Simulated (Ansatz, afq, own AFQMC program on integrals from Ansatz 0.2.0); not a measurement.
Integrals from Ansatz 0.2.0, then the random walk in our own AFQMC program (afq).

```yaml
crystal:
  periodic: [false, false, false]
  atoms:
    - {symbol: B, position_ang: [0.000000, 0.000000, 0.000000]}
    - {symbol: H, position_ang: [0.000000, 0.000000, 1.000000]}
basis:
  gaussian: {orbitals: cc-pVTZ}
magnetization: {spin_polarized: true, initial_magnetization: 0}
correlation: {method: ccsd_t, electrons: outside_noble_gas, hamiltonian_folder: ham}
```

```sh
$ ansatz run in.yaml --threads 1 --pin off --events-out ev --progress --plain --max-ram 16896MiB --backend cuda --devices 0, --max-vram 18GiB
```

Options of the walk:

```
--method phaseless --trial hf --walkers 4000 --populations 20 --least-time 40 --time-step 0.005 --steps-per-block 20 --equilibration-blocks 112 --max-blocks 4000 --target-error 0.0006000 --factor-cut 1e-05 --start spin_pure --seed 8185 --taylor-order 6
```

Times are imaginary, in 1/Eh. The walk had a cap of 49 s. With eight or more populations the least sampling time is a fifth of least-time, and the error comes from their spread.

Log:

```
orbitals 43  electrons 2 2  factors 248 of 248
reference energy -25.11013951 Eh
CCSD correlation -0.08869027 Eh in 15 cycles, weight of the determinant in the CISD state 0.7207
energy of the start -25.114368 Eh
 block  time / (1/Eh)  mean weight  energy / Eh
     1     0.100  1.0004  -25.132914
     2     0.200  1.0004  -25.145772
     3     0.300  1.0005  -25.155226
     4     0.400  1.0004  -25.162065
     5     0.500  1.0003  -25.168108
     7     0.700  1.0002  -25.175091
     9     0.900  1.0001  -25.181432
    13     1.300  1.0000  -25.188559
    21     2.100  0.9999  -25.194260
    25     2.500  0.9998  -25.197104
    29     2.900  0.9999  -25.198911
    37     3.700  1.0003  -25.199639
    45     4.500  1.0000  -25.199827
    53     5.300  1.0000  -25.199442
    61     6.100  1.0000  -25.201494
    69     6.900  1.0001  -25.203101
    77     7.700  1.0000  -25.203787
    85     8.500  1.0002  -25.198441
    93     9.300  0.9999  -25.198934
   101    10.100  0.9998  -25.197911
   109    10.900  0.9998  -25.202507
   117    11.700  1.0002  -25.199649
   125    12.500  0.9996  -25.198857
   133    13.300  1.0001  -25.199373
   141    14.100  0.9999  -25.199534
   149    14.900  1.0003  -25.200166
   157    15.700  1.0001  -25.202488
   165    16.500  1.0000  -25.200600
   173    17.300  1.0001  -25.199908
   181    18.100  1.0002  -25.199074
   189    18.900  1.0004  -25.198405
error from the spread of 20 populations
energy -25.200024 +/- 0.000570 Eh
(rows thinned)
```

The run passed its tests (sampling time, drift between the halves within three errors, error under three times the target), which doesn't prove that it has relaxed.

Against this walk (error 15.5 meV) on the same determinant: CCSD(T) 21.1 meV lower (within the noise), CCSDT(Q) 38.2 meV lower, full CI 38.7 meV lower, a separate phaseless walk with a CISD trial and standard settings 30.9 ± 15.6 meV lower (within the noise). The error is statistical and leaves out the bias of the constraint. The determinant has ⟨S²⟩ = 0.53, so the low cluster orders mix in higher spin, while the walk starts as a pure singlet. The determinant is a poor start (see the cautions), so the low cluster orders aren't to be relied on, and full CI is the sure value.

Cautions: constraint bias not in the error; strong correlation (T1 0.163, weight of the determinant 0.72, largest double 0.14); unrestricted determinant spin contaminated (⟨S²⟩ 0.53 against 0.00).

The walk took 27 s on 1 × NVIDIA H100 80GB HBM3 with 2 threads of AMD EPYC 7R13 Processor (Zen 3), with other jobs on the host (the card was shared). The log's last line is the phaseless energy.

CCSDT and higher add their correlation energy to the determinant of the CCSD(T) run, since their own runs factorise the integrals more tightly (a shift of under 2 meV).
